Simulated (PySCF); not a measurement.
Task: What does the PBE0-D3(BJ)/def2-SVP structure of `FC1=CC[C@H]1F` look like in three dimensions?

Result: 
```
atom  x, y, z in Å
F1     2.0238   -1.2926   -0.2036
C2     0.9243   -0.5716   -0.2084
C3     0.2677    0.1237   -1.1425
C4    -0.8080    0.5433   -0.1590
C5     0.0340   -0.1789    0.9292
F6    -0.5942   -1.1825    1.6067
H7     0.4457    0.3524   -2.1937
H8    -1.7854    0.0564   -0.2963
H9    -0.9519    1.6259   -0.0112
H10    0.4969    0.5013    1.6654
```

Any rigid rotation of these coordinates is as good. Atoms count from 1 in this order. The 4-membered ring C2–C3–C4–C5 has internal angles of 84.9° to 95.9°; it is almost planar, 0.03 Å rms from its mean plane, widest ring torsion 4°. The 4 C–C bonds span 1.337 Å (C2=C3, drawn double) to 1.554 Å (C4–C5, drawn single), a spread of 0.217 Å. The 2 C–F bonds span 1.315 Å (F1–C2, drawn single) to 1.364 Å (C5–F6, drawn single), a spread of 0.049 Å.

Bonds between heavy atoms (Å): F1–C2 1.315, C2=C3 1.337, C3–C4 1.517, C4–C5 1.554, C5–F6 1.364, C2–C5 1.497.

Level of theory: PBE0-D3(BJ)/def2-SVP geometry optimisation, gas phase in PySCF 2.14.0.

Point group: C1 (no symmetry element, even within 0.4 Å). Stationary, but not proved a minimum.
